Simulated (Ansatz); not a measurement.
in.yaml

```yaml
crystal:
  periodic: [false, false, false]
  atoms:
    - {symbol: Cl, position_ang: [-1.578234, 0.022748, 0.000000]}
    - {symbol: H, position_ang: [0.453766, 0.022748, 0.000000]}
    - {symbol: Si, position_ang: [1.893766, 0.022748, 0.000000]}
    - {symbol: H, position_ang: [2.290201, -1.456765, 0.000000]}
basis:
  gaussian: {orbitals: cc-pVDZ}
magnetization: {spin_polarized: true, initial_magnetization: 1}
hamiltonian: {xc: {name: PBE}}
correlation: {method: rpa, electrons: outside_noble_gas}
```

```sh
$ ansatz run in.yaml --threads 1 --pin off --events-out ev --progress --plain --max-ram 2393MiB
```

Log:

```
467 factors; integrals over basis functions are off by at most 1.3e-3 eV
mean field evaluation 1: about -20416.7027 eV, gradient 1.8e1 eV
mean field evaluation 2: about -20416.6994 eV, gradient 1.8e1 eV
mean field evaluation 4: about -20380.7768 eV, gradient 5.3e1 eV
mean field evaluation 8: about -20419.9408 eV, gradient 2.6e0 eV
mean field evaluation 16: about -20420.0142 eV, gradient 2.7e-4 eV
mean field evaluation 32: about -20413.9825 eV, gradient 1.9e1 eV
mean field evaluation 64: about -20420.0122 eV, gradient 3.3e-1 eV
mean field evaluation 96: about -20420.0120 eV, gradient 3.0e-1 eV
mean field evaluation 128: about -20419.9880 eV, gradient 4.1e-1 eV
mean field evaluation 160: about -20419.6842 eV, gradient 2.2e0 eV
mean field evaluation 192: about -20388.6897 eV, gradient 3.8e1 eV
mean field -20420.01421138 eV, -750.4216810856 hartree, gradient 1.8e-6 eV, S^2 0.752939; 12 other end points of the search recorded, 0 dependent functions left out
10 core orbitals not correlated: weight in the atoms' cores, before any rotation towards them, 1.000 or more for the frozen orbitals, at most 0.000 for the correlated occupied ones
reference -20393.31666892 eV, -749.4405644962 hartree; 7, 6 occupied and 29, 30 virtual orbitals, 467 factors
Total energy: -20404.88682814 eV, -749.8657600052 hartree
```

Ran on 1 thread of Intel Xeon Platinum 8375C, shared host: 7.5 s wall, 0.18 GiB peak host memory.
